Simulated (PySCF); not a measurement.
Trend along the third period: MP cations

CCSD(T) with double-zeta basis sets in PySCF, for the lowest determinant that a PBE0 search found; no spin–orbit coupling. De refers to high-spin ground-configuration atoms (the charge goes to the atom of lower measured ionisation energy or higher electron affinity, which is not always the lowest computed limit).

```tsv
M	basis	reference, frozen orbitals	charged atom	state (unpaired electrons)	Re (Å)	ωe (cm⁻¹)	De (eV)
Na	def2-SVP	UHF, 6	Na+	quartet (σ ↑, π ↑↑)	3.158	121	0.24
Mg	def2-SVP	ROHF, 6	Mg+	triplet (π ↑↑)	2.556	299	1.10
Al	def2-SVPD	ROHF, 10	Al+	quartet (σ ↑, π ↑↑)	2.683	146	0.42
Si	x2c-SVPall	UHF, 10	Si+	triplet (π ↑↑)	2.240	492	2.30
P	def2-SVP	UHF, 10	P+	doublet (π ↑)	2.008	671	4.05
```

The shortest bond is that of P₂⁺ (2.008 Å), the longest that of NaP⁺ (3.158 Å). P₂⁺ is bound most strongly (4.05 eV) and NaP⁺ least (0.24 eV).

The rows differ in basis set, which adds steps of its own.

The state changes along the series, so neighbouring rows are not always alike in their bonding.

Correlated steps freeze the inner cores (6 to 10 orbitals); shallow outer-core shells are correlated. UHF and ROHF references stand side by side, which adds small steps between rows. Weak bonds: AlP⁺, NaP⁺. Basis-set superposition, not corrected here, can be much of De in a small basis, most of all at correlated wavefunction levels. For an ion De counts to the pair picked by the measured ionisation energies or electron affinities, which need not be the lowest pair at this level. States were picked by a PBE0 search and need not be the measured ground states.
